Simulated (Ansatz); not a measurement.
A made-up structure of MgBH₃O, singlet:

```
atom    x (Å)    y (Å)    z (Å)
  B1   0.4419  -0.1936   0.3678
 Mg2  -1.2169   0.5175  -1.0038
  O3   1.7370  -0.7514   1.4303
  H4  -2.3482  -0.5435  -1.7470
  H5  -1.4633   2.1727  -1.4013
  H6   2.4344  -1.0227   2.0103
```

It is relaxed with PBE-D4/def2-SVP and then PBE0-D4/def2-TZVP (Ansatz 0.2.0). Atoms count as bonded within 1.22 times the sum of their covalent radii (H–H: 0.88 Å). The end point is not checked to be a true minimum.

Does its bonding change? (Judge from chemistry; the calculation decides.)

By the calculation: Yes. Formed: B1–H5; broken: Mg2–H5.

Where it ends: The first stage lowers the energy by 4.95 eV in 38 steps. It ends as MgBH₃O ([OH][BH][MgH]):
```xyz
6
angstrom
B 0.3259 0.4088 0.1985
Mg -1.4557 -0.2788 -1.0897
O 1.0317 -0.5437 0.8703
H -2.7886 -0.7717 -2.0563
H 0.7097 1.5533 0.3447
H 1.7619 -0.1889 1.3888
```

Labels in which every atom is bracketed show which atoms are joined, not bond orders.

For scale, one of the runs: PBE0-D4/def2-TZVP relaxation, 112 basis functions, launched by `ansatz run in.yaml --threads 2 --pin off --events-out ev --progress --plain --max-ram 4352MiB`. The run took about 9 s on 2 CPU threads of an Arm Neoverse V2 (shared host).
